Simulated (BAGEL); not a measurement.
# One shape, several levels: triplet Si2H6

We compute a comparison of 5 runs (UHF/STO-3G, ROHF/6-31G*, UHF/6-31G*, ROHF/aug-cc-pVDZ, UHF/aug-cc-pVDZ) of triplet Si2H6. 

The calculation is run with BAGEL 1.2.2.

1 further run of the same task is left out (set aside as unsound or not needed). Runs told in other sessions of the task aren't counted.

**1. Starting point**

The species is Si2H6 (8 atoms), meant as a triplet with charge 0. SMILES of the parent species: `[SiH3][SiH3]`. The coordinates come from a PBE0-D4/def2-TZVP relaxation. That shape belongs to the parent species and isn't relaxed for this state.

Bond lengths: Si1–Si2 2.338 Å, Si1–H3 1.488 Å, Si1–H4 1.488 Å, Si1–H5 1.488 Å, Si2–H6 1.488 Å, Si2–H7 1.488 Å, Si2–H8 1.488 Å. Some angles: Si1–Si2–H6 110.3°, Si1–Si2–H7 110.3°, Si1–Si2–H8 110.3°, Si2–Si1–H3 110.3°, Si2–Si1–H4 110.3°, Si2–Si1–H5 110.3°, H6–Si2–H7 108.7°, H6–Si2–H8 108.7°, H7–Si2–H8 108.7°, H3–Si1–H4 108.7°.

**2. The energy at UHF/STO-3G (density fitting with qzvpp-jkfit) (run 1)**

calc.json

```json
{ "bagel": [

{
  "title": "molecule",
  "basis": "sto-3g",
  "df_basis": "qzvpp-jkfit",
  "angstrom": true,
  "geometry": [
    { "atom": "Si", "xyz": [   -0.340500,    0.490200,   -1.004900 ] },
    { "atom": "Si", "xyz": [    0.363500,   -0.504400,    0.991000 ] },
    { "atom": "H", "xyz": [    0.833900,    0.948200,   -1.794900 ] },
    { "atom": "H", "xyz": [   -1.112900,   -0.483900,   -1.821900 ] },
    { "atom": "H", "xyz": [   -1.208000,    1.664100,   -0.717900 ] },
    { "atom": "H", "xyz": [    1.139000,    0.468600,    1.806300 ] },
    { "atom": "H", "xyz": [    1.228100,   -1.680500,    0.704000 ] },
    { "atom": "H", "xyz": [   -0.811000,   -0.959200,    1.782600 ] }
  ]
},
{ "title": "uhf", "charge": 0, "nopen": 2 },
{ "title": "print", "file": "orbitals.molden", "orbitals": true }

]}
```

Launch:

```
$ BAGEL_NUM_THREADS=1 BAGEL calc.json > calc.out
```

Output:

```text
* using 1 threads per process

  ===============================================================
  ===============================================================

  *** Geometry ***

  { "atom" : "Si", "xyz" : [     -0.643452,      0.926344,     -1.898986 ] },
  { "atom" : "Si", "xyz" : [      0.686915,     -0.953178,      1.872719 ] },
  { "atom" : "H", "xyz" : [      1.575843,      1.791838,     -3.391869 ] },
  { "atom" : "H", "xyz" : [     -2.103076,     -0.914438,     -3.442892 ] },
  { "atom" : "H", "xyz" : [     -2.282789,      3.144693,     -1.356634 ] },
  { "atom" : "H", "xyz" : [      2.152398,      0.885526,      3.413412 ] },
  { "atom" : "H", "xyz" : [      2.320773,     -3.175685,      1.330367 ] },
  { "atom" : "H", "xyz" : [     -1.532568,     -1.812625,      3.368626 ] },

  Number of auxiliary basis functions:      364

  Since a DF basis is specified, we compute 2- and 3-index integrals:
    o Being stored without compression. Storage requirement is 0.002 GB

  Number of basis functions:       24
  Number of electrons      :       34

    * METHOD: MOLECULE                             0.25

  *** Open-shell HF ***

  === Nuclear Repulsion ===
    90.7730811600

      * DIIS with orbital gradients will be used.

  === UHF iteration (sto-3g) ===
      0       -574.27606660          0.01590889           0.05
      1       -574.32867746          0.00743894           0.05
      2       -574.34193961          0.00346082           0.06
      3       -574.34745167          0.00065001           0.05
      4       -574.34813169          0.00026114           0.05
      5       -574.34845743          0.00007302           0.05
      6       -574.34850440          0.00003207           0.06
      7       -574.34851672          0.00001443           0.05
      8       -574.34851755          0.00000147           0.05
      9       -574.34851755          0.00000021           0.04
     10       -574.34851755          0.00000002           0.06
     11       -574.34851755          0.00000000           0.04
    * SCF iteration converged.

    * S^2 (UHF) is 2.0032

    * Permanent dipole moment:
           (    0.000051,    -0.000071,    -0.000053) a.u.

    * METHOD: UHF                                  0.77

    * METHOD: PRINT                                0.01

  ===============================================================
```

Wall time 1.6 s (1 thread of AMD EPYC, shared host); peak memory 0.08 GiB.

**3. A single-point energy at ROHF/6-31G(d) (density fitting with qzvpp-jkfit, spherical functions) (run 2)**

input.json

```json
{ "bagel" : [

{
  "title" : "molecule",
  "basis" : "6-31gs.json",
  "df_basis" : "qzvpp-jkfit",
  "angstrom" : "true",
  "geometry" : [
    { "atom" : "Si", "xyz" : [      -0.340500,       0.490200,      -1.004900 ] },
    { "atom" : "Si", "xyz" : [       0.363500,      -0.504400,       0.991000 ] },
    { "atom" : "H", "xyz" : [       0.833900,       0.948200,      -1.794900 ] },
    { "atom" : "H", "xyz" : [      -1.112900,      -0.483900,      -1.821900 ] },
    { "atom" : "H", "xyz" : [      -1.208000,       1.664100,      -0.717900 ] },
    { "atom" : "H", "xyz" : [       1.139000,       0.468600,       1.806300 ] },
    { "atom" : "H", "xyz" : [       1.228100,      -1.680500,       0.704000 ] },
    { "atom" : "H", "xyz" : [      -0.811000,      -0.959200,       1.782600 ] }
  ]
},

{
  "title" : "rohf",
  "nopen" : 2
},

{
  "title" : "print",
  "file" : "orbitals.molden",
  "orbitals" : "true"
}

]}
```

The basis set 6-31G* is read from a file made from the Basis Set Exchange's data (not shown).

Launch:

```
$ BAGEL_NUM_THREADS=1 BAGEL input.json > input.out
```

Output:

```text
* using 1 threads per process

  ===============================================================
  ===============================================================

  *** Geometry ***

  { "atom" : "Si", "xyz" : [     -0.643452,      0.926344,     -1.898986 ] },
  { "atom" : "Si", "xyz" : [      0.686915,     -0.953178,      1.872719 ] },
  { "atom" : "H", "xyz" : [      1.575843,      1.791838,     -3.391869 ] },
  { "atom" : "H", "xyz" : [     -2.103076,     -0.914438,     -3.442892 ] },
  { "atom" : "H", "xyz" : [     -2.282789,      3.144693,     -1.356634 ] },
  { "atom" : "H", "xyz" : [      2.152398,      0.885526,      3.413412 ] },
  { "atom" : "H", "xyz" : [      2.320773,     -3.175685,      1.330367 ] },
  { "atom" : "H", "xyz" : [     -1.532568,     -1.812625,      3.368626 ] },

  Number of auxiliary basis functions:      364

  Since a DF basis is specified, we compute 2- and 3-index integrals:
    o Being stored without compression. Storage requirement is 0.007 GB

  Number of basis functions:       48
  Number of electrons      :       34

    * METHOD: MOLECULE                             0.29

  *** Open-shell HF ***

  === Nuclear Repulsion ===
    90.7730811600

      * DIIS with orbital gradients will be used.

  === ROHF iteration (6-31gs.json) ===
      0       -580.96657303          0.02155875           0.13
      1       -581.01629133          0.00868187           0.12
      2       -581.02228838          0.00260376           0.11
      3       -581.02345643          0.00148803           0.11
      4       -581.02378649          0.00041995           0.10
      5       -581.02388056          0.00005425           0.12
      6       -581.02392666          0.00002118           0.09
      7       -581.02393071          0.00001163           0.09
      8       -581.02393073          0.00000171           0.08
      9       -581.02393194          0.00000083           0.08
     10       -581.02393203          0.00000076           0.08
     11       -581.02393209          0.00000077           0.08
     12       -581.02393209          0.00000070           0.08
     13       -581.02393209          0.00000044           0.09
     14       -581.02393208          0.00000021           0.09
     15       -581.02393207          0.00000006           0.09
     16       -581.02393208          0.00000003           0.07
     17       -581.02393208          0.00000001           0.07
     18       -581.02393208          0.00000001           0.08
    * SCF iteration converged.

    * S^2 (ROHF) is 2.0000

    * Permanent dipole moment:
           (    0.000061,    -0.000074,    -0.000027) a.u.

    * METHOD: ROHF                                 1.97

    * METHOD: PRINT                                0.02

  ===============================================================
```

Wall time 2.8 s (1 thread of AMD EPYC, shared host); peak memory 0.08 GiB.

**4. A single-point energy at UHF/6-31G(d) (density fitting with qzvpp-jkfit, spherical functions) (run 3)**

input.json

```json
{ "bagel": [

{
  "title": "molecule",
  "basis": "6-31gs.json",
  "df_basis": "qzvpp-jkfit",
  "angstrom": true,
  "geometry": [
    { "atom": "Si", "xyz": [      -0.340500,       0.490200,      -1.004900 ] },
    { "atom": "Si", "xyz": [       0.363500,      -0.504400,       0.991000 ] },
    { "atom": "H", "xyz": [       0.833900,       0.948200,      -1.794900 ] },
    { "atom": "H", "xyz": [      -1.112900,      -0.483900,      -1.821900 ] },
    { "atom": "H", "xyz": [      -1.208000,       1.664100,      -0.717900 ] },
    { "atom": "H", "xyz": [       1.139000,       0.468600,       1.806300 ] },
    { "atom": "H", "xyz": [       1.228100,      -1.680500,       0.704000 ] },
    { "atom": "H", "xyz": [      -0.811000,      -0.959200,       1.782600 ] }
  ]
},

{
  "title": "uhf",
  "charge": 0,
  "nopen": 2
},

{
  "title": "print",
  "file": "orbitals.molden",
  "orbitals": true
}

]}
```

The basis set 6-31G* is read from a file made from the Basis Set Exchange's data (not shown).

Launch:

```
$ BAGEL_NUM_THREADS=1 BAGEL input.json > input.out
```

Output:

```text
* using 1 threads per process

  ===============================================================
  ===============================================================

  *** Geometry ***

  { "atom" : "Si", "xyz" : [     -0.643452,      0.926344,     -1.898986 ] },
  { "atom" : "Si", "xyz" : [      0.686915,     -0.953178,      1.872719 ] },
  { "atom" : "H", "xyz" : [      1.575843,      1.791838,     -3.391869 ] },
  { "atom" : "H", "xyz" : [     -2.103076,     -0.914438,     -3.442892 ] },
  { "atom" : "H", "xyz" : [     -2.282789,      3.144693,     -1.356634 ] },
  { "atom" : "H", "xyz" : [      2.152398,      0.885526,      3.413412 ] },
  { "atom" : "H", "xyz" : [      2.320773,     -3.175685,      1.330367 ] },
  { "atom" : "H", "xyz" : [     -1.532568,     -1.812625,      3.368626 ] },

  Number of auxiliary basis functions:      364

  Since a DF basis is specified, we compute 2- and 3-index integrals:
    o Being stored without compression. Storage requirement is 0.007 GB

  Number of basis functions:       48
  Number of electrons      :       34

    * METHOD: MOLECULE                             0.37

  *** Open-shell HF ***

  === Nuclear Repulsion ===
    90.7730811600

      * DIIS with orbital gradients will be used.

  === UHF iteration (6-31gs.json) ===
      0       -580.96657303          0.02155875           0.14
      1       -581.01927917          0.00851058           0.13
      2       -581.02560798          0.00249453           0.11
      3       -581.02682075          0.00138817           0.09
      4       -581.02717209          0.00041921           0.09
      5       -581.02724995          0.00007941           0.09
      6       -581.02726086          0.00001889           0.09
      7       -581.02726226          0.00000723           0.10
      8       -581.02726262          0.00000182           0.10
      9       -581.02726266          0.00000077           0.10
     10       -581.02726266          0.00000074           0.10
     11       -581.02726266          0.00000075           0.10
     12       -581.02726266          0.00000069           0.10
     13       -581.02726266          0.00000027           0.12
     14       -581.02726266          0.00000011           0.09
     15       -581.02726266          0.00000003           0.09
     16       -581.02726266          0.00000001           0.10
    * SCF iteration converged.

    * S^2 (UHF) is 2.0106

    * Permanent dipole moment:
           (    0.000060,    -0.000073,    -0.000030) a.u.

    * METHOD: UHF                                  1.97

    * METHOD: PRINT                                0.02

  ===============================================================
```

It took 2.9 s on 1 thread of AMD EPYC, shared host; peak memory 0.08 GiB.

Run 4 isn't shown in full; the table further down has it.

**5. The energy at UHF/aug-cc-pVDZ (density fitting with qzvpp-jkfit) (run 5)**

calc.json

```json
{ "bagel": [

{
  "title": "molecule",
  "basis": "aug-cc-pvdz.json",
  "df_basis": "qzvpp-jkfit",
  "angstrom": true,
  "geometry": [
    { "atom": "Si", "xyz": [      -0.340500,       0.490200,      -1.004900 ] },
    { "atom": "Si", "xyz": [       0.363500,      -0.504400,       0.991000 ] },
    { "atom": "H", "xyz": [       0.833900,       0.948200,      -1.794900 ] },
    { "atom": "H", "xyz": [      -1.112900,      -0.483900,      -1.821900 ] },
    { "atom": "H", "xyz": [      -1.208000,       1.664100,      -0.717900 ] },
    { "atom": "H", "xyz": [       1.139000,       0.468600,       1.806300 ] },
    { "atom": "H", "xyz": [       1.228100,      -1.680500,       0.704000 ] },
    { "atom": "H", "xyz": [      -0.811000,      -0.959200,       1.782600 ] }
  ]
},

{ "title": "uhf", "nopen": 2 },

{ "title": "print", "file": "orbitals.molden", "orbitals": true }

]}
```

The basis set aug-cc-pVDZ is read from a file made from the Basis Set Exchange's data (not shown).

Launch:

```
$ BAGEL_NUM_THREADS=1 BAGEL calc.json > calc.out
```

Output:

```text
* using 1 threads per process

  ===============================================================
  ===============================================================

  *** Geometry ***

  { "atom" : "Si", "xyz" : [     -0.643452,      0.926344,     -1.898986 ] },
  { "atom" : "Si", "xyz" : [      0.686915,     -0.953178,      1.872719 ] },
  { "atom" : "H", "xyz" : [      1.575843,      1.791838,     -3.391869 ] },
  { "atom" : "H", "xyz" : [     -2.103076,     -0.914438,     -3.442892 ] },
  { "atom" : "H", "xyz" : [     -2.282789,      3.144693,     -1.356634 ] },
  { "atom" : "H", "xyz" : [      2.152398,      0.885526,      3.413412 ] },
  { "atom" : "H", "xyz" : [      2.320773,     -3.175685,      1.330367 ] },
  { "atom" : "H", "xyz" : [     -1.532568,     -1.812625,      3.368626 ] },

  Number of auxiliary basis functions:      364

  Since a DF basis is specified, we compute 2- and 3-index integrals:
    o Being stored without compression. Storage requirement is 0.034 GB

  Number of basis functions:      108
  Number of electrons      :       34

    * METHOD: MOLECULE                             0.38

  *** Open-shell HF ***

  === Nuclear Repulsion ===
    90.7730811600

      * DIIS with orbital gradients will be used.

  === UHF iteration (aug-cc-pvdz.json) ===
      0       -580.98187755          0.02158652           0.25
      1       -581.06521442          0.00673037           0.28
      2       -581.07515430          0.00217578           0.26
      3       -581.07673525          0.00093083           0.26
      4       -581.07709703          0.00019870           0.27
      5       -581.07713636          0.00004308           0.31
      6       -581.07714161          0.00001772           0.25
      7       -581.07714252          0.00001131           0.25
      8       -581.07714306          0.00000289           0.23
      9       -581.07714308          0.00000059           0.24
     10       -581.07714309          0.00000047           0.23
     11       -581.07714309          0.00000046           0.26
     12       -581.07714309          0.00000047           0.24
     13       -581.07714309          0.00000044           0.24
     14       -581.07714309          0.00000033           0.25
     15       -581.07714308          0.00000014           0.29
     16       -581.07714308          0.00000008           0.21
     17       -581.07714308          0.00000006           0.24
     18       -581.07714308          0.00000003           0.29
     19       -581.07714308          0.00000001           0.27
    * SCF iteration converged.

    * S^2 (UHF) is 2.0083

    * Permanent dipole moment:
           (    0.000153,    -0.000040,    -0.000217) a.u.

    * METHOD: UHF                                  5.40

    * METHOD: PRINT                                0.10

  ===============================================================
```

It took 6.6 s on 1 thread of AMD EPYC, shared host; peak memory 0.11 GiB.

**6. Overview of the runs**

| run | level | energy (Eh) | dipole moment (D) | ⟨S²⟩ | wall time |
| --- | --- | --- | --- | --- | --- |
| 1 | UHF/STO-3G (density fitting with qzvpp-jkfit) | -574.348518 | 0.00 | 2.003 | 1.6 s |
| 2 | ROHF/6-31G* (density fitting with qzvpp-jkfit, spherical functions) | -581.023932 | 0.00 | 2.000 | 2.8 s |
| 3 | UHF/6-31G* (density fitting with qzvpp-jkfit, spherical functions) | -581.027263 | 0.00 | 2.011 | 2.9 s |
| 4 | ROHF/aug-cc-pVDZ (density fitting with qzvpp-jkfit) | -581.074641 | 0.00 | 2.000 | 6.3 s |
| 5 | UHF/aug-cc-pVDZ (density fitting with qzvpp-jkfit) | -581.077143 | 0.00 | 2.008 | 6.6 s |

**7. Outcome**

| quantity | value |
| --- | --- |
| run 5: total energy | -581.07714 Eh |
| run 5: dipole moment | 0.00 D |
| run 5: ⟨S²⟩ | 2.008 |

**Reading.** In run 1 the basis is minimal, so the values are rough. All runs together took 20 s, the longest 6.6 s.
